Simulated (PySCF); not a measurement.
A geometry optimisation, step by step.

Nitrosomethane, CH₃NO.
Numbering: `[CH3:1][N:2]=[O:3]` (hydrogens: H4, H5, H6 on C1)

Method: CAM-B3LYP/6-31+G* geometry optimisation, gas phase (PySCF 2.14.0); density fitting, grid level 1; the optimiser is geomeTRIC in internal coordinates, started from a GFN2-xTB structure. The frame can shift and turn from step to step; on so coarse a grid that alone can change the energy by a few meV, and forces under 0.02 eV/Å are noise.

Step 0: E = -4618.4931 eV, largest atomic force 1.293 eV/Å
```
atom  x, y, z in Å  |  force x, y, z in eV/Å
C1     -0.419    0.043    0.022   -0.428   0.619  -0.183
N2      0.870   -0.587    0.126    1.120  -0.635   0.118
O3      1.831    0.067   -0.212   -0.680   0.087   0.040
H4     -0.861    0.013    1.019   -0.055  -0.015   0.153
H5     -1.032   -0.599   -0.612   -0.074  -0.113  -0.095
H6     -0.386    1.065   -0.365    0.117   0.058  -0.033
```

Step 1: E = -4618.5119 eV, largest atomic force 0.255 eV/Å
```
atom  x, y, z in Å  |  force x, y, z in eV/Å
C1     -0.412   -0.024   -0.126   -0.051  -0.091   0.183
N2      0.928   -0.530    0.224   -0.157   0.033  -0.044
O3      1.715    0.355    0.433    0.250   0.043   0.019
H4     -1.016   -0.167    0.778   -0.046   0.006  -0.025
H5     -0.835   -0.655   -0.909    0.036  -0.013  -0.088
H6     -0.370    1.033   -0.395   -0.032   0.021  -0.043
```

Step 2: E = -4618.5158 eV, largest atomic force 0.164 eV/Å
```
atom  x, y, z in Å  |  force x, y, z in eV/Å
C1     -0.417   -0.023   -0.118    0.090   0.081   0.084
N2      0.928   -0.520    0.232    0.014  -0.100   0.067
O3      1.740    0.348    0.424   -0.138   0.011  -0.089
H4     -1.036   -0.171    0.775    0.017  -0.019  -0.022
H5     -0.819   -0.657   -0.912    0.041   0.003  -0.027
H6     -0.386    1.034   -0.394   -0.024   0.023  -0.012
```

Step 3: E = -4618.5188 eV, largest atomic force 0.086 eV/Å
```
atom  x, y, z in Å  |  force x, y, z in eV/Å
C1     -0.416   -0.022   -0.111    0.029   0.024  -0.018
N2      0.924   -0.521    0.245   -0.004   0.023   0.083
O3      1.739    0.350    0.405   -0.040  -0.014  -0.063
H4     -1.047   -0.174    0.772    0.012  -0.033  -0.017
H5     -0.800   -0.657   -0.914   -0.010   0.011  -0.003
H6     -0.389    1.036   -0.391    0.012  -0.011   0.018
```

Step 4: E = -4618.5229 eV, largest atomic force 0.120 eV/Å
```
atom  x, y, z in Å  |  force x, y, z in eV/Å
C1     -0.417   -0.022   -0.098   -0.034  -0.009  -0.107
N2      0.916   -0.513    0.285   -0.002   0.102   0.062
O3      1.745    0.357    0.354    0.055  -0.035  -0.024
H4     -1.074   -0.188    0.763   -0.012  -0.039   0.004
H5     -0.766   -0.657   -0.918   -0.039   0.009   0.027
H6     -0.393    1.035   -0.380    0.032  -0.028   0.038
```

Step 5: E = -4618.5250 eV, largest atomic force 0.114 eV/Å
```
atom  x, y, z in Å  |  force x, y, z in eV/Å
C1     -0.420   -0.020   -0.081   -0.070  -0.012  -0.089
N2      0.906   -0.493    0.341    0.027   0.057   0.008
O3      1.759    0.354    0.280    0.066  -0.008   0.027
H4     -1.108   -0.209    0.749   -0.017  -0.014   0.008
H5     -0.724   -0.657   -0.919   -0.033   0.005   0.021
H6     -0.402    1.037   -0.365    0.026  -0.028   0.025
```

Step 6: E = -4618.5255 eV, largest atomic force 0.048 eV/Å
```
atom  x, y, z in Å  |  force x, y, z in eV/Å
C1     -0.420   -0.021   -0.087   -0.029   0.000  -0.038
N2      0.908   -0.496    0.331    0.013   0.027   0.007
O3      1.757    0.357    0.300    0.021  -0.011   0.009
H4     -1.102   -0.206    0.749   -0.005  -0.009   0.003
H5     -0.736   -0.657   -0.920   -0.009  -0.001   0.008
H6     -0.398    1.036   -0.368    0.010  -0.007   0.010
```

Step 7: E = -4618.5256 eV, largest atomic force under 0.02 eV/Å
```
atom  x, y, z in Å  |  force x, y, z in eV/Å
C1     -0.420   -0.021   -0.089   -0.004   0.004  -0.003
N2      0.908   -0.496    0.332    0.004  -0.001   0.002
O3      1.758    0.356    0.307   -0.002  -0.002   0.001
H4     -1.102   -0.207    0.747   -0.001  -0.001  -0.001
H5     -0.737   -0.657   -0.922    0.002   0.000  -0.001
H6     -0.396    1.036   -0.368    0.001   0.000   0.001
```

Question: Summarise the path.

Answer: The energy falls by 3.14 kJ/mol from step 0 to step 7; nine tenths of that is first reached at step 4. It falls at every step. The largest force goes from 1.293 to under 0.02 eV/Å. Among the bonds C1–N2 changes most, from 1.439 to 1.472 Å; the atoms move by 0.028 Å rms after alignment.

Question: Follow the three bonds and two angles with the largest change from start to end.

Answer: 
```tsv
step	E above end (kJ/mol)	largest force (eV/Å)	C1–N2 (Å)	N2=O3 (Å)	C1–H4 (Å)	C1–N2–O3 (°)	N2–C1–H6 (°)
0	3.14	1.293	1.439	1.210	1.091	117.1	114.0
1	1.32	0.255	1.474	1.202	1.097	112.6	110.8
2	0.94	0.164	1.476	1.204	1.097	114.1	111.1
3	0.66	0.086	1.474	1.204	1.097	113.7	111.5
4	0.26	0.120	1.471	1.204	1.095	113.4	111.7
5	0.06	0.114	1.469	1.204	1.094	113.5	111.8
6	0.01	0.048	1.471	1.204	1.095	113.6	111.5
7	0.00	under 0.02	1.472	1.204	1.095	113.7	111.5
```

What follows is the cost of the whole optimisation. The run took 8.2 s wall on one thread, Intel Xeon Platinum 8488C (x86_64), on a shared host, and the process peaked at 0.30 GiB of memory.
